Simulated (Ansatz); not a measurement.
Candidates: rock-salt MgO, rock-salt BaO, rock-salt SrO, rutile SnO2, rock-salt CdO, rutile TiO2. Level: PBE0 (plane waves, PAW; Ansatz, a program for electronic structure).

Ansatz's runs of these crystals have no spin polarisation.

Spin–orbit coupling is left out, also for the solids with elements from indium on (rock-salt BaO, rutile SnO2); its size isn't shown.

Each level is taken at its own relaxed cell. Ansatz's density-functional and Hartree–Fock values are scalar-relativistic unless marked +SOC, with PAW data made under PBE.

Q: Which of them have a computed elastic constant C12 between 74 and 140 GPa?

A: rock-salt MgO, rock-salt CdO. The values: rock-salt MgO 97.4 GPa; rock-salt BaO 50.2 GPa; rock-salt SrO 51.3 GPa; rutile SnO2 175 GPa; rock-salt CdO 114 GPa; rutile TiO2 198 GPa.
